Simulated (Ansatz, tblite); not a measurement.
# The cluster Nb₄−: rung by rung

How do method and basis change the picture of the cluster Nb₄− (doublet)?

Computed with Ansatz 0.2.0, Gaussian basis. Level: as each input shows.

The runs, in order: GFN1-xTB, GFN2-xTB, PBE-D4/def2-TZVPD, r2SCAN-D4/def2-TZVPD, PBE-QIDH/def2-TZVPD, r2SCANh-D4/def2-TZVPD, HSE06-D4/def2-TZVPD, ωB97M-V/def2-TZVPD, LC-ωPBE/def2-TZVPD, PBE-D4/def2-SVPD, PBE0-D4/def2-SVPD, MP2/def2-TZVPD, RPA/def2-TZVPD.

2 further runs of the same task are left out: 2 that didn't finish.

## (1) The geometry

The doublet was relaxed beforehand with PBE0-D4/def2-SVPD. At that level it is the lowest of the isomers that a small search found.

4 atoms, charge -1, spin multiplicity 2.

Bond lengths: Nb1–Nb2 2.482 Å, Nb1–Nb3 2.546 Å, Nb1–Nb4 2.481 Å, Nb2–Nb3 2.481 Å, Nb2–Nb4 2.459 Å, Nb3–Nb4 2.482 Å. Angles: Nb2–Nb1–Nb3 59.1°, Nb2–Nb1–Nb4 59.4°, Nb3–Nb1–Nb4 59.1°, Nb1–Nb2–Nb3 61.7°, Nb1–Nb2–Nb4 60.3°, Nb3–Nb2–Nb4 60.3°, Nb1–Nb3–Nb2 59.1°, Nb1–Nb3–Nb4 59.1°, Nb2–Nb3–Nb4 59.4°, Nb1–Nb4–Nb2 60.3°, Nb1–Nb4–Nb3 61.7°, Nb2–Nb4–Nb3 60.3°.

Nb takes a core potential in the def2 sets. No spin-orbit coupling is included. The ion is computed in the gas phase, without counter-ions or solvent.

PBE0-D4/def2-TZVPD was run before; its log isn't repeated, and its numbers join the tables.

## (2) GFN1-xTB

Tight binding, by tblite at 300 K electronic temperature and without a spin-polarisation term:

```python
tblite.interface.Calculator('GFN1-xTB', numbers, positions, charge=-1, uhf=1).singlepoint()
```

Energy -221.6180 eV; 0.01 s.

## (3) GFN2-xTB

Tight binding, by tblite at 300 K electronic temperature and without a spin-polarisation term:

```python
tblite.interface.Calculator('GFN2-xTB', numbers, positions, charge=-1, uhf=1).singlepoint()
```

Energy -199.1708 eV; 0.14 s.

## (4) PBE-D4/def2-TZVPD

start.molden holds the orbitals of an earlier run on this state, given as this run's starting guess.

Input file in.yaml:

```yaml
crystal:
  periodic: [false, false, false]
  atoms:
    - {symbol: Nb, position_ang: [0.648494, 0.026488, -1.398636]}
    - {symbol: Nb, position_ang: [0.440927, 1.217772, 0.768580]}
    - {symbol: Nb, position_ang: [-1.538873, -0.003119, -0.095215]}
    - {symbol: Nb, position_ang: [0.449452, -1.241141, 0.725272]}
basis:
  gaussian: {orbitals: def2-TZVPD, initial_orbitals: start.molden}
total_charge: -1
magnetization: {spin_polarized: true, initial_magnetization: 1}
hamiltonian: {xc: pbe, dispersion: d4}
scf: {omitted_lower_state_checks: [starts]}
output: {orbitals: {seedname: orbitals}}
```

Run with:

```console
$ ansatz run in.yaml --threads 4 --pin off --events-out ev --progress --plain --max-ram 3916MiB
```

Further steps of the session: r2SCAN-D4/def2-TZVPD; PBE-QIDH/def2-TZVPD; r2SCANh-D4/def2-TZVPD; HSE06-D4/def2-TZVPD; ωB97M-V/def2-TZVPD; LC-ωPBE/def2-TZVPD; PBE-D4/def2-SVPD; PBE0-D4/def2-SVPD; MP2/def2-TZVPD; RPA/def2-TZVPD.

Q: Predict the results of all the runs planned. Wanted: gap in def2-TZVPD, named functionals, smallest and largest; correlation energy, MP2/def2-TZVPD; ⟨S²⟩ in def2-TZVPD, named functionals, smallest and largest; PBE0 total energy, smallest basis above largest.

The runs gave:

| quantity | value |
| --- | --- |
| gap in def2-TZVPD, named functionals, smallest and largest | 0.19 eV (PBE-D4), 4.85 eV (LC-ωPBE) |
| correlation energy, MP2/def2-TZVPD | -39.01 eV |
| ⟨S²⟩ in def2-TZVPD, named functionals, smallest and largest | 0.824, 4.053 |
| PBE0 total energy, smallest basis above largest | 1.73 eV (def2-SVPD, def2-TZVPD) |

What this shows: Over the named functionals in def2-TZVPD the gap runs from 0.19 eV (PBE-D4) to 4.85 eV (LC-ωPBE); exact exchange widens it. Over the named functionals in def2-TZVPD spin contamination reaches 3.30 (LC-ωPBE), so some levels may describe another state. PBE-D4, r2SCAN-D4, r2SCANh-D4, PBE0-D4, HSE06-D4 put the HOMO above zero: the outermost electron is held by the basis alone.
